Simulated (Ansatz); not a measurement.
Saddle point of SiH$_{4}$F, doublet (SiH₃F ([F][SiH3]) + H → SiH₂F ([F][SiH2]) + H₂; bonds formed: H1–H4; bonds broken: H1–Si2), PBE0-D4/def2-TZVP structure:

| atom | x (Å) | y (Å) | z (Å) |
| --- | --- | --- | --- |
| H1 | -0.9735 | 0.4115 | 0.2607 |
| Si2 | 0.4412 | -0.1781 | -0.0563 |
| F3 | 0.5303 | -0.4190 | -1.6346 |
| H4 | -2.1163 | 0.8798 | 0.4658 |
| H5 | 1.4984 | 0.7863 | 0.3339 |
| H6 | 0.6197 | -1.4805 | 0.6305 |

Energies are electronic, without zero-point energy. Barriers and step energies count from the start structure reached by relaxing down the imaginary mode; all methods use the PBE0-D4 structures, on which another method's saddle can fall below an end. Program: Ansatz 0.2.0. Basis: def2-TZVPP, with def2-QZVPP for the basis limit. Cores are frozen in the correlated methods; orbitals are unrestricted. B3LYP uses VWN-RPA correlation. Extrapolation: Hartree–Fock as exp(−7.88 √X), correlation as X^−2.97.

```json
{"method": "SPW92", "barrier (kcal/mol)": "-4.10", "step energy (kcal/mol)": "-13.12"}
{"method": "PBE-D4", "barrier (kcal/mol)": "0.73", "step energy (kcal/mol)": "-13.15"}
{"method": "BLYP-D4", "barrier (kcal/mol)": "?", "step energy (kcal/mol)": "-15.06"}
{"method": "r2SCAN-D4", "barrier (kcal/mol)": "-0.05", "step energy (kcal/mol)": "-13.67"}
{"method": "B97M-V", "barrier (kcal/mol)": "1.81", "step energy (kcal/mol)": "-10.99"}
{"method": "PBE0-D4", "barrier (kcal/mol)": "2.78", "step energy (kcal/mol)": "-11.32"}
{"method": "B3LYP-D4", "barrier (kcal/mol)": "1.34", "step energy (kcal/mol)": "-13.57"}
{"method": "r2SCAN0-D4", "barrier (kcal/mol)": "1.11", "step energy (kcal/mol)": "-12.72"}
{"method": "BHLYP-D4", "barrier (kcal/mol)": "?", "step energy (kcal/mol)": "-11.03"}
{"method": "CAM-B3LYP-D4", "barrier (kcal/mol)": "2.53", "step energy (kcal/mol)": "-11.82"}
{"method": "wB97X-V", "barrier (kcal/mol)": "?", "step energy (kcal/mol)": "-9.50"}
{"method": "wB97M-V", "barrier (kcal/mol)": "5.67", "step energy (kcal/mol)": "-9.93"}
{"method": "B2PLYP", "barrier (kcal/mol)": "4.26", "step energy (kcal/mol)": "-11.25"}
{"method": "PBE-QIDH", "barrier (kcal/mol)": "5.79", "step energy (kcal/mol)": "-9.16"}
{"method": "RPA on PBE", "barrier (kcal/mol)": "6.81", "step energy (kcal/mol)": "-11.58"}
{"method": "HF", "barrier (kcal/mol)": "12.84", "step energy (kcal/mol)": "-4.18"}
{"method": "MP2", "barrier (kcal/mol)": "8.42", "step energy (kcal/mol)": "-8.16"}
{"method": "CCSD", "barrier (kcal/mol)": "6.70", "step energy (kcal/mol)": "-10.44"}
{"method": "CCSD(T)", "barrier (kcal/mol)": "6.29", "step energy (kcal/mol)": "-10.50"}
```

Task: Fill in the withheld barriers. (Judge from chemistry; the value comes from the calculation.)

Result: The calculation gives: wB97X-V 5.67; BLYP-D4 -0.32; BHLYP-D4 3.81 kcal/mol. Each is the energy of the saddle less that of the start structure, by the same method.

For comparison, the barrier by CCSD(T) at an estimated basis limit (MP2 extrapolated from triple and quadruple zeta, plus CCSD(T) − MP2 in triple zeta) is 5.84 kcal/mol.

T1 diagnostic: at most 0.014. ⟨S²⟩ of the unrestricted Hartree–Fock references: 0.75 to 0.76 (a pure state has 0.75).

Radical steps of this kind take place in plasma deposition and etching.

Labels in which every atom is bracketed show which atoms are joined, not bond orders.

For scale, one of the runs: CCSD(T)/def2-TZVPP, 129 basis functions, launched by `ansatz run in.yaml --threads 2 --pin off --events-out ev --progress --plain --max-ram 4352MiB`. Hardware: 2 CPU threads of an Intel Xeon Platinum 8488C, shared host. Wall time 18 s; peak host memory 1.3 GiB.
